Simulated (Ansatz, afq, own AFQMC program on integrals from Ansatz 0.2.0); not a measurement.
CH₃N, singlet → CH$_{3}$N, triplet

```xyz
5

N     0.0000   -0.1232   -0.6250
C     0.0000    0.0600    0.6223
H     0.0000   -0.8099    1.2818
H     0.0000    1.0402    1.1129
H     0.0000    0.7666   -1.1253
```

Connectivity, by distances: NH–CH2.

E(triplet, charge +0) − E(singlet, charge +0) at this geometry, on RHF and UHF determinants.

Basis aug-cc-pVDZ. Only valence electrons are correlated. Integrals, coupled cluster, full CI and functionals: Ansatz 0.2.0; the random walks run on the same integrals in our own AFQMC program. The CISD trial takes its coefficients from CCSD amplitudes. Released means that phaseless walkers are propagated on without the constraint, phases kept. Free AFQMC starts from the CCSD state and is never constrained. Its projection time is finite, and what remains of the start isn't in its error. ± is one standard error of the sampling. The errors of all members are added in quadrature.

No full CI on the walks' own integrals is used here; CCSDT(Q) serves as the reference and is uncertain by about the last step of the cluster series. Each member takes its own surest rung, up to full CI.

Errors are counted within aug-cc-pVDZ, not against nature.

Cautions: CH₃N (triplet): another spin lies lower, the released energies have errors that jump between times, so the bars are unsure, so no released level is given (meV from the phaseless value at times in 1/Eh: -14 ± 3 at 0.24, -20 ± 3 at 0.51, -21 ± 3 at 0.99, -126 ± 96 at 1.62, -23 ± 5 at 2.40), though the last usable value meets CCSDT(Q) within the noise, its ph-AFQMC/CISD value lies 18 ± 3 meV above CCSDT(Q).

```csv
level,vertical spin gap (kcal/mol)
HF,87.2
CCSD,106.1
```

Task: From these cheaper values, estimate the vertical spin gap at the reference level in aug-cc-pVDZ.

Result: 107.6 kcal/mol (CCSDT(Q) in aug-cc-pVDZ).

```csv
level,vertical spin gap (kcal/mol),error against CCSDT(Q) (kcal/mol)
MP2,111.8,4.2
CCSD(T),107.8,0.1
CCSDT,107.4,-0.2
ph-AFQMC/HF,107.9 ± 0.9,0.3 ± 0.9
ph-AFQMC/CISD,108.0 ± 0.1,0.4 ± 0.1
free AFQMC,107.6 ± 0.2,0.0 ± 0.2
```

Correlation beyond CCSD(T) takes off 0.1 kcal/mol. The perturbative (T) step is worth +1.7 kcal/mol.

Free projections are given only where their last times agree within the noise and don't stop above the reference; a slow remainder of the start can still hide under it. A walk keeps the symmetry of its determinant, which the program's search chose and which needn't be the lowest solution, so a lower state of the same spin and another symmetry isn't excluded.
